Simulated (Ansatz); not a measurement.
`CC1CC1` → `C1CC1` + `[CH2]` (triplet) at 700 K and 1 bar (formal loss of a carbene).

Calculated with Ansatz (gas phase, PBE0-D4/def2-TZVP geometries, no zero-point term in ΔE). CCSD(T)/CBS adds triple-zeta CCSD(T) − MP2 to the extrapolated MP2 energy (def2 sets, frozen cores). This one scheme is used for every species. Triplets are unrestricted, without spin–orbit coupling.

| species | CCSD(T)/CBS energy (Eh) | H − E (kJ/mol) | S (J/(mol·K)) |
| --- | --- | --- | --- |
| `CC1CC1` | -156.99741 | 352.3 | 382.9 |
| `C1CC1` | -117.73368 | 261.5 | 309.5 |
| `[CH2]` (triplet) | -39.09499 | 70.4 | 226.8 |

H − E and S are ideal-gas, rigid-rotor, harmonic terms from PBE0-D4/def2-TZVP, with the whole ground term of open shells counted as degenerate. 1 Eh = 2625.50 kJ/mol, R = 8.31446 J/(mol·K).

**Question.** By hand: ΔE, ΔH, ΔS and ΔG.

**Answer.** ΔE = (-117.73368) + (-39.09499) − (-156.99741) = 0.16874 Eh = 443.0 kJ/mol. Δ(H − E) = 261.5 + 70.4 − 352.3 = -20.4, so ΔH = 422.6 kJ/mol. ΔS = 309.5 + 226.8 − 382.9 = 153.4 J/(mol·K). ΔG = 422.6 − 700 × (153.4)/1000 = 315.2 kJ/mol.

**Question.** By hand: the equilibrium constant, and the temperature at which ΔG would vanish if ΔH and ΔS stayed fixed.

**Answer.** log₁₀ K = −ΔG/(RT ln 10) = -23.5. ΔG = 0 at ΔH/ΔS = 2755 K, far beyond where these terms or the molecules hold.

The number of gas molecules changes by +1, which sets the sign of ΔS. A doubt of 5 kJ/mol in ΔE shifts log₁₀ K by 0.4 here. A triplet takes part, so the spin changes. These are equilibria of isolated gas molecules and say nothing of rates. Largest T1 diagnostic: 0.011 (customary marks: 0.02 for closed shells, 0.045 for open ones).
